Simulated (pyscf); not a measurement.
Single points on ωB97X-D3(BJ)/def2-SVP structures (PySCF, gas phase).

### Question
For the elementary gas-phase step `[F][C]([Cl])[Cl]` [doublet] + `[ClH]` -> `[Cl][C]([Cl])[Cl]` [doublet] + `[FH]` (doublet surface; C–F, Cl–H broken, C–Cl, F–H formed), what barrier and reaction energy does PBE0-D3(BJ)/def2-TZVP give, measured from the separated reactants?

### Answer
ΔE‡ = 189.7 kJ/mol, ΔE = -7.7 kJ/mol. ωB97M-D3(BJ)/def2-TZVP gives 196.3 kJ/mol and -3.7 kJ/mol. Zero-point energy shifts the barrier by +2.4 kJ/mol. It is a four-centre exchange, with an imaginary mode of 358i cm⁻¹. This is the saddle that the search found; another between the same sides may lie lower.
